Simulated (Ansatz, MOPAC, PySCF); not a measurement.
Bond stretch in CH3Cl, SMILES CCl. The C1–Cl5 bond (C1 also carries H, H, H; Cl5 carries nothing else) is varied alone, starting from the PBE0/def2-TZVP optimised geometry.

- RHF/3-21G = restricted Hartree-Fock/3-21G in PySCF
- RKS-LDA (SVWN5) = restricted LDA (SVWN5)/cc-pVDZ run with PySCF
- RKS-PBE = restricted PBE/cc-pVDZ in Ansatz (a program for electronic structure)
- PM3, restricted, heats of formation (MOPAC)

Energies are in kcal/mol, each relative to the lowest point of its own curve near equilibrium.

| R / Å | RHF/3-21G | RKS-LDA (SVWN5) | RKS-PBE | PM3 |
|---|---|---|---|---|
| 1.43 | 86.8 | 59.6 | 64.1 | 43.0 |
| 1.49 | 57.9 | 36.3 | 39.8 | 25.7 |
| 1.59 | 26.4 | 12.8 | 15.0 | 9.0 |
| 1.66 | 13.3 | 4.5 | 5.7 | 3.2 |
| 1.71 | 7.2 | 1.4 | 2.0 | (withheld) |
| 1.77 | 2.6 | 0.0 | 0.0 | 0.0 |
| 1.84 | 0.2 | 0.9 | 0.1 | 0.9 |
| 1.87 | 0.0 | 1.8 | 0.8 | 1.8 |
| 1.96 | 1.5 | 6.4 | 4.5 | 6.5 |
| 2.05 | 5.4 | 12.5 | (withheld) | 13.5 |
| 2.18 | 14.0 | 22.8 | (withheld) | (withheld) |
| 2.41 | 33.2 | 42.0 | 36.7 | 52.9 |
| 2.69 | 57.5 | 62.9 | 56.0 | 81.2 |
| 2.96 | 78.5 | 79.1 | 71.0 | 101.1 |
| 3.21 | 95.1 | 90.8 | 81.8 | 113.9 |
| 3.53 | 112.3 | — | (withheld) | 124.8 |
| 3.91 | 128.1 | — | 100.1 | 133.0 |
| 4.35 | 141.1 | — | 105.7 | 139.1 |
| 4.75 | 149.1 | — | 108.7 | 143.2 |
| 5.35 | 156.9 | — | (withheld) | 147.7 |
| 6.26 | 163.9 | — | 112.2 | 152.9 |

Task: Complete the blanks.

Result: 
- 1.71, PM3: 0.9
- 2.05, RKS-PBE: 9.8
- 2.18, RKS-PBE: 19.1
- 2.18, PM3: 26.6
- 3.53, RKS-PBE: 92.0
- 5.35, RKS-PBE: 111.0

Dashes: no converged value, or the column stops at the first point that the program doubted or that broke a chosen test of continuity, which isn't proof of a fault.

The restricted form behind RHF/3-21G, RKS-LDA (SVWN5), RKS-PBE, PM3 keeps the bonding electrons paired and can't separate into open-shell fragments.
